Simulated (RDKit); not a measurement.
RDKit input (MMFF94):

```python
from rdkit import Chem
from rdkit.Chem import AllChem, rdDetermineBonds

mol = Chem.MolFromXYZFile('mol.xyz')
rdDetermineBonds.DetermineBonds(mol, charge=-1)
print('SMILES', Chem.MolToSmiles(Chem.RemoveHs(mol)))
ff = AllChem.MMFFGetMoleculeForceField(mol, AllChem.MMFFGetMoleculeProperties(mol))
e0 = ff.CalcEnergy()
flag = ff.Minimize(maxIts=5000, forceTol=1e-5)
print(f'energy {e0:.4f} -> {ff.CalcEnergy():.4f} kcal/mol, converged: {flag == 0}')
print(Chem.MolToXYZBlock(mol))
```
mol.xyz:
```
4

Si     0.08512521     0.08333339     0.08368655
H     -0.93940997    -0.90765273     0.67751647
H     -0.91388705     0.68123940    -0.93063229
H      0.66154409    -0.94025419    -0.91849584
```

Output:

```
SMILES [SiH3-]
energy 5.4877 -> 0.0000 kcal/mol, converged: True
4

Si    -0.051437   -0.050354   -0.050567
H     -0.930472   -0.898095    0.794334
H     -0.903226    0.798009   -0.922324
H      0.778508   -0.932895   -0.909368
```

The dipole moment of an ion depends on the origin.
